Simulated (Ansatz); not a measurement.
Results of PBEsol (plane waves, PAW; Ansatz, a quantum-chemistry and plane-wave program) for fcc Ca.

Numerical settings: plane-wave cutoff 520 eV, 18×18×18 k mesh, Fermi–Dirac smearing 0.1 eV, perturbation theory, force constants from a 6×6×6 q mesh, scalar-relativistic PAW data made under PBE.

Question: What does this level give for the zero-point energy?

Answer: 
- zero-point energy = 0.021 eV/atom

Cost on a shared machine: roughly 60 core-minutes.
